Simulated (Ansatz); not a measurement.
# H₃NaSSi (SMILES [Na][S][SiH3]): one structure at several levels

The task here is to estimate one member of a computed series from the others.

Method: single points in def2-TZVPP; program: Ansatz 0.2.0, Gaussian basis.

Cores are frozen in the correlated methods. The outer core shell of Li, Na, Mg and K is correlated. B3LYP uses VWN-RPA correlation.

### Where the work starts

SMILES `[Na][S][SiH3]`, 6 atoms, charge 0, spin multiplicity 1.

Atoms are counted from 1 here; the program's logs count them from 0.

Bond lengths: Na1–S2 2.544 Å, S2–Si3 2.105 Å, Si3–H4 1.478 Å, Si3–H5 1.567 Å, Si3–H6 1.378 Å. Angles: Na1–S2–Si3 120.7°, S2–Si3–H4 105.0°, S2–Si3–H5 103.0°, S2–Si3–H6 110.7°, H4–Si3–H5 105.9°, H4–Si3–H6 116.6°, H5–Si3–H6 114.4°.

As a file:

```xyz
6
H3NaSSi
Na   -2.0271   -2.4014    0.9422
S    -1.3827   -0.2784   -0.3036
Si    0.5639    0.5082   -0.1532
H     1.4379   -0.5153   -0.7633
H     0.5379    1.7082   -1.1607
H     0.8462    0.8634    1.1481
```

The first run:

Contents of run/in.yaml:

```yaml
crystal:
  periodic: [false, false, false]
  atoms:
    - {symbol: Na, position_ang: [-2.027100, -2.401400, 0.942200]}
    - {symbol: S, position_ang: [-1.382700, -0.278400, -0.303600]}
    - {symbol: Si, position_ang: [0.563900, 0.508200, -0.153200]}
    - {symbol: H, position_ang: [1.437900, -0.515300, -0.763300]}
    - {symbol: H, position_ang: [0.537900, 1.708200, -1.160700]}
    - {symbol: H, position_ang: [0.846200, 0.863400, 1.148100]}
basis:
  gaussian: {orbitals: def2-TZVPP}
correlation: {method: ccsd_t}
output: {forces: true}
```

No record of the launch command was kept for these runs.

Steps of the session up to this table: CCSD(T)/def2-TZVPP; PBE0-D4/def2-TZVPP; wB97M-V/def2-TZVPP; r2SCAN-D4/def2-TZVPP; PBE-D4/def2-TZVPP; r2SCANh-D4/def2-TZVPP; B3LYP-D4/def2-TZVPP.

One table of the session follows, with a row left open; its other results are not shown here.

| method | RMS force component (eV/Å) | angle to CCSD(T) forces (°) | dipole (D) |
| --- | --- | --- | --- |
| CCSD(T) | 1.167 | reference | 9.50 |
| PBE0-D4 | 1.168 | 2.6 | 9.19 |
| wB97M-V | 1.145 | 2.0 | 9.28 |
| r2SCAN-D4 | ? | ? | ? |
| PBE-D4 | 1.137 | 5.9 | 8.69 |
| r2SCANh-D4 | 1.172 | 2.4 | 9.42 |
| B3LYP-D4 | 1.127 | 1.9 | 8.93 |

Estimate the missing values for r2SCAN-D4.

The run gave: RMS force component (eV/Å): 1.166; angle to CCSD(T) forces (°): 2.2; dipole (D): 9.35. In the column «RMS force component (eV/Å)» it lies between wB97M-V (1.145) and CCSD(T) (1.167).
